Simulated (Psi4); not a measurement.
# CHF2 (difluoromethyl radical): UMN15-L/6-311+G(d,p) (density fitting)

What is the vertical electron affinity of CHF2 (difluoromethyl radical) at UMN15-L/6-311+G** (density fitting)? 

Program for the calculation: Psi4 1.11.

3 further runs of the same task are left out: 3 set aside as unsound or not needed.

## Step 1: Starting point

CHF2: 4 atoms, total charge 0, spin state doublet. As SMILES, `F[CH]F`. The shape is that of a PBE0-D4/def2-TZVP optimisation.

Bond lengths: F1–C2 1.321 Å, C2–F3 1.321 Å, C2–H4 1.090 Å. Angles: F1–C2–F3 111.3°, F1–C2–H4 114.3°, F3–C2–H4 114.3°.

## Step 2: The energy at UMN15-L/6-311+G(d,p) (density fitting)

Input file job.json:

```json
{
 "schema_name": "qcschema_input",
 "schema_version": 1,
 "molecule": {
  "schema_name": "qcschema_molecule",
  "schema_version": 2,
  "symbols": ["F", "C", "F", "H"],
  "geometry": [-2.2831671, 0.50002153, -0.26777419, 0.07294343, 0.11980864, 0.46184906, 0.81844038, -2.20493244, -0.05593589, 1.39178329, 1.5849133, -0.13813898],
  "molecular_charge": 0,
  "molecular_multiplicity": 2,
  "fix_symmetry": "c1"
 },
 "driver": "energy",
 "model": {
  "method": "mn15-l",
  "basis": "6-311+G**"
 },
 "keywords": {
  "reference": "uks",
  "scf_type": "mem_df"
 }
}
```

The run is started by

```console
$ psi4 --qcschema job.json -n 1 --memory 1600MB
```

stdout (excerpt; [...] marks lines left out):

```text
[...]
  Running in c1 symmetry.
[...]
  Nuclear repulsion =   70.538268483602025
[...]
  Multiplicity = 2
[...]
  Nalpha       = 13
  Nbeta        = 12
[...]
    Number of basis functions: 72
[...]
   @DF-UKS iter   1:  -238.15758086422022   -3.03596e-01   3.91686e-03 DIIS/ADIIS
[...]
   @DF-UKS iter   8:  -238.18965858006550   -1.88274e-08   5.35517e-07 DIIS
[...]
   @S^2 Observed:                7.539754863E-01
[...]
    Orbital Energies [Eh]
    ---------------------
    Alpha Occupied:
       1A    -24.605678     2A    -24.605675     3A    -10.305934
       4A     -1.331716     5A     -1.275039     6A     -0.702251
       7A     -0.562241     8A     -0.561296     9A     -0.513177
      10A     -0.433816    11A     -0.410819    12A     -0.406317
      13A     -0.206460
    Alpha Virtual:
      14A      0.008405    15A      0.029961    16A      0.031224
      17A      0.046058    18A      0.144919    19A      0.182078
      20A      0.189067    21A      0.222590    22A      0.249401
      23A      0.253881    24A      0.265457    25A      0.287599
[...]
  @DF-UKS Final Energy:  -238.18965858006550
   => Energetics <=
    Nuclear Repulsion Energy =             70.5382684836020246
    One-Electron Energy =                -469.3932054197766206
    Two-Electron Energy =                 187.1781663180586008
    DFT Exchange-Correlation Energy =     -26.5128879619495450
    Empirical Dispersion Energy =           0.0000000000000000
    VV10 Nonlocal Energy =                  0.0000000000000000
    Total Energy =                       -238.1896585800654975
[...]
 Multipole Moments:
 ------------------------------------------------------------------------------------
     Multipole            Electronic (a.u.)      Nuclear  (a.u.)        Total (a.u.)
 ------------------------------------------------------------------------------------
 L = 1.  Multiply by 2.5417464519 to convert [e a0] to [Debye]
 Dipole X            :         -0.8079008            1.1700179            0.3621171
 Dipole Y            :         -0.9360181            1.3482436            0.4122255
 Dipole Z            :         -0.1246337            0.0857107           -0.0389230
 Magnitude           :                                                    0.5500669
[...]
```

The result, in JSON:

```text
{
 "driver": "energy",
 "model": {
  "method": "mn15-l",
  "basis": "6-311+G**"
 },
 "success": true,
 "return_result": -238.1896585800655,
 "properties": {
  "calcinfo_nbasis": 72,
  "calcinfo_nmo": 72,
  "calcinfo_nalpha": 13,
  "calcinfo_nbeta": 12,
  "calcinfo_natom": 4,
  "nuclear_repulsion_energy": 70.53826848360202,
  "return_energy": -238.1896585800655,
  "scf_one_electron_energy": -469.3932054197766,
  "scf_two_electron_energy": 187.1781663180586,
  "scf_xc_energy": -26.512887961949545,
  "scf_dipole_moment": [0.362117073127744, 0.4122254634819107, -0.03892301981537066],
  "scf_total_energy": -238.1896585800655,
  "scf_iterations": 8
 }
}
```

Run time: 4.8 s. Hardware: 1 thread of Intel Xeon 6975P-C (Granite Rapids), shared host; peak memory 0.62 GiB.

## Step 3: The singlet anion, same level

Input file chf2.inp:

```
memory 1600 MB

molecule molecule1 {
  -1 1
  F     -1.208200     0.264600    -0.141700
  C      0.038600     0.063400     0.244400
  F      0.433100    -1.166800    -0.029600
  H      0.736500     0.838700    -0.073100
  symmetry c1
}

set globals {
  basis     6-311+G**
  reference uks
  scf_type  mem_df
}

e_tot, wfn = energy("mn15-l", return_wfn=True)
print_variables()
```

The run is started by

```console
$ psi4 -n 1 chf2.inp chf2.out
```

chf2.out (excerpt; [...] marks lines left out):

```text
[...]
  Running in c1 symmetry.
[...]
  Nuclear repulsion =   70.538268333855825
[...]
  Multiplicity = 1
[...]
  Nalpha       = 13
  Nbeta        = 13
[...]
    Number of basis functions: 72
[...]
   @DF-UKS iter   1:  -238.00081513314535   -1.46830e-01   7.63250e-03 DIIS/ADIIS
[...]
   @DF-UKS iter  11:  -238.17183731760619   -8.14402e-08   2.79020e-07 DIIS
[...]
   @S^2 Observed:                3.907985047E-14
[...]
    Orbital Energies [Eh]
    ---------------------
    Alpha Occupied:
       1A    -24.338000     2A    -24.337994     3A     -9.979328
       4A     -1.063848     5A     -1.010910     6A     -0.422748
       7A     -0.297179     8A     -0.287127     9A     -0.236125
      10A     -0.174350    11A     -0.157846    12A     -0.140167
      13A      0.120996
    Alpha Virtual:
      14A      0.159719    15A      0.184829    16A      0.189760
      17A      0.212009    18A      0.350286    19A      0.389320
      20A      0.412358    21A      0.432654    22A      0.442681
      23A      0.456470    24A      0.460634    25A      0.469854
[...]
  @DF-UKS Final Energy:  -238.17183731760619
   => Energetics <=
    Nuclear Repulsion Energy =             70.5382683338558252
    One-Electron Energy =                -476.0464286773506046
    Two-Electron Energy =                 194.0909681507544065
    DFT Exchange-Correlation Energy =     -26.7546451248658421
    Empirical Dispersion Energy =           0.0000000000000000
    VV10 Nonlocal Energy =                  0.0000000000000000
    Total Energy =                       -238.1718373176061903
[...]
 Multipole Moments:
 ------------------------------------------------------------------------------------
     Multipole            Electronic (a.u.)      Nuclear  (a.u.)        Total (a.u.)
 ------------------------------------------------------------------------------------
 L = 1.  Multiply by 2.5417464519 to convert [e a0] to [Debye]
 Dipole X            :         -1.4437611            1.1700179           -0.2737432
 Dipole Y            :         -1.7681063            1.3482436           -0.4198627
 Dipole Z            :         -1.4391321            0.0857107           -1.3534214
 Magnitude           :                                                    1.4432496
[...]
```

Wall time 5.7 s (1 thread of Intel Xeon 6975P-C (Granite Rapids), shared host); peak memory 0.62 GiB.

## Step 4: Summary of results

At UMN15-L/6-311+G** (density fitting):

```
                                                            quantity          value
                                          doublet CHF2: total energy  -238.18966 Eh
                                         doublet CHF2: dipole moment         1.40 D
                    doublet CHF2: HOMO energy (highest over α and β)       -5.62 eV
                     doublet CHF2: LUMO energy (lowest over α and β)       -2.01 eV
                                                  doublet CHF2: ⟨S²⟩          0.754
                                         singlet anion: total energy  -238.17184 Eh
                                          singlet anion: HOMO energy        3.29 eV
                                          singlet anion: LUMO energy        4.35 eV
singlet anion: HOMO–LUMO gap (to an unbound level, set by the basis)        1.05 eV
                   vertical electron affinity (to the singlet anion)      -0.485 eV
```

The anion lies 0.48 eV (46.8 kJ/mol) above the neutral: the electron isn't bound at this level, and such a value depends on the basis. The HOMO (singlet anion) lies at positive energy, 3.29 eV, as semi-local functionals often give for anions; only total energies tell whether the electron is bound.
